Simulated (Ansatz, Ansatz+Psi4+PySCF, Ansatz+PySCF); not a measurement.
```xyz
3

Cl    0.0000    0.1425   -1.7191
O     0.0000   -0.4993    0.4577
O     0.0000    0.3568    1.2614
```

Basis set: cc-pVTZ on O; cc-pV(T+d)Z on Cl (spherical functions). Correlated methods keep 7 orbitals frozen. Correlation on ROHF uses semicanonical orbitals with singles. Charge 0, multiplicity 2.

Computed with Ansatz (development build ahead of 0.2.0); each method stands on the lowest determinant of its kind that the runs found.

Question: Give the atomization energy at this shape (free ground-state atoms in the same class of orbitals less the molecule, no zero-point energy) of doublet ClO2 by UHF-MP2, ROHF-MP2, UHF, ROHF.

Answer:

| method | atomization energy |
| --- | --- |
| UHF-MP2 | 503.5 kJ/mol |
| ROHF-MP2 | 376.4 kJ/mol |
| UHF | 100.7 kJ/mol |
| ROHF | -91.2 kJ/mol |

Caution for UHF-MP2, ROHF-MP2: forces differ strongly between restricted and unrestricted references. Caution for UHF-MP2, UHF: the unrestricted determinant is a mixture of spin states. Caution for ROHF-MP2, ROHF: an unrestricted determinant lies well below. Caution for ROHF-MP2: another reference gives a lower total.
